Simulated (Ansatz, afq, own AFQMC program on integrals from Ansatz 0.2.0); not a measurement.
Integrals from Ansatz 0.2.0, then the random walk in our own AFQMC program (afq).

```yaml
crystal:
  periodic: [false, false, false]
  atoms:
    - {symbol: Al, position_ang: [0.000000, 0.000000, -0.001365]}
    - {symbol: N, position_ang: [0.000000, 0.000000, -1.577365]}
    - {symbol: H, position_ang: [0.000000, 0.000000, 1.578730]}
basis:
  gaussian: {orbitals: 6-31G}
magnetization: {spin_polarized: false, initial_magnetization: 1}
correlation: {method: ccsd_t, electrons: outside_noble_gas, hamiltonian_folder: ham}
```

```sh
$ ansatz run in.yaml --threads 1 --pin off --events-out ev --progress --plain --max-ram 24576MiB --backend cuda --devices 0, --max-vram 18GiB
```

afq runs on the folder ham with

```
--method phaseless --trial cisd --walkers 4000 --populations 20 --least-time 60 --time-step 0.005 --steps-per-block 50 --equilibration-blocks 28 --max-blocks 4000 --target-error 0.00018 --factor-cut 1e-05 --start spin_pure --seed 4648 --release-times 0.24,0.51,0.99,1.62,2.4 --release-step 0.03 --release-every 3 --taylor-order 6
```

Times are imaginary, in 1/Eh. The walk had a cap of 122 s. With eight or more populations the least sampling time is a fifth of least-time, and the error comes from their spread.

afq prints:

```
orbitals 18  electrons 5 4  factors 107 of 305
reference energy -296.71841009 Eh
CCSD correlation -0.15851683 Eh in 16 cycles, weight of the determinant in the CISD state 0.8583
energy of the start -296.876924 Eh
 block  time / (1/Eh)  mean weight  energy / Eh
     1     0.250  1.0000  -296.875358
     2     0.500  1.0001  -296.876868
     3     0.750  1.0000  -296.879124
     4     1.000  1.0000  -296.880547
     5     1.250  1.0000  -296.880822
    10     2.500  0.9999  -296.883970
    19     4.750  1.0001  -296.884402
    29     7.250  1.0000  -296.884592
    39     9.750  0.9999  -296.883284
    49    12.250  0.9999  -296.884669
    51    12.750  1.0000  -296.886683
    59    14.750  1.0004  -296.885383
    69    17.250  1.0002  -296.884806
    79    19.750  1.0003  -296.883967
    87    21.750  0.9995  -296.882549
    89    22.250  1.0000  -296.884087
    99    24.750  1.0001  -296.884205
   107    26.750  1.0001  -296.884701
error from the spread of 20 populations
released: time / (1/Eh)  energy / Eh  error  mean overlap
  0.24  -296.884765  0.000165  1.0005
  0.51  -296.885166  0.000166  1.0010
  0.99  -296.885405  0.000110  1.0019
  1.62  -296.885571  0.000130  1.0047
  2.40  -296.885921  0.000168  1.0019
energy -296.884496 +/- 0.000161 Eh
(rows thinned)
```

The run passed its tests (sampling time, drift between the halves within three errors, error under three times the target), which doesn't prove that it has relaxed. The second half of the sampling lies above the first by 1.6 errors of their difference, so the energy may still be moving and its error bar be too small.

Against this walk (error 4.4 meV) on the same determinant: CCSD(T) 3.2 meV higher (within the noise), CCSDT(Q) 39.9 meV lower, CCSDTQ 43.7 meV lower, full CI 42.3 meV lower. The error is statistical and leaves out the bias of the constraint. The released energies are still falling (meV from the phaseless value at times in 1/Eh: -7 ± 4 at 0.24, -18 ± 5 at 0.51, -25 ± 3 at 0.99, -29 ± 4 at 1.62, -39 ± 5 at 2.40), so they give no level; they do show a bias of the constraint, and the last of them that isn't too noisy lies 4 meV above full CI. Full CI is exact here, so the walk's 42 meV above it is the walk's own error: the bias of the constraint with this trial, or a walk that hasn't relaxed.

Cautions: constraint bias not in the error; a spin-contaminated unrestricted determinant lies lower (UHF 308 meV lower, ⟨S²⟩ 1.14); the search met a lower determinant of the same kind, perhaps of another symmetry (284 meV lower), and this one is a saddle point; raised T1 diagnostic (T1 0.048, weight of the determinant 0.86, largest double 0.09).

The walk took 26 s on 1 × NVIDIA H100 80GB HBM3 with 2 threads of AMD EPYC 7R13 Processor (Zen 3) (shared host) (the card was shared). The log's last line is the phaseless energy.

CCSDT and higher add their correlation energy to the determinant of the CCSD(T) run, since their own runs factorise the integrals more tightly (a shift of under 2 meV). A walk keeps the symmetry of its determinant, which the program's search chose and which needn't be the lowest solution, so a lower state of the same spin and another symmetry isn't excluded.
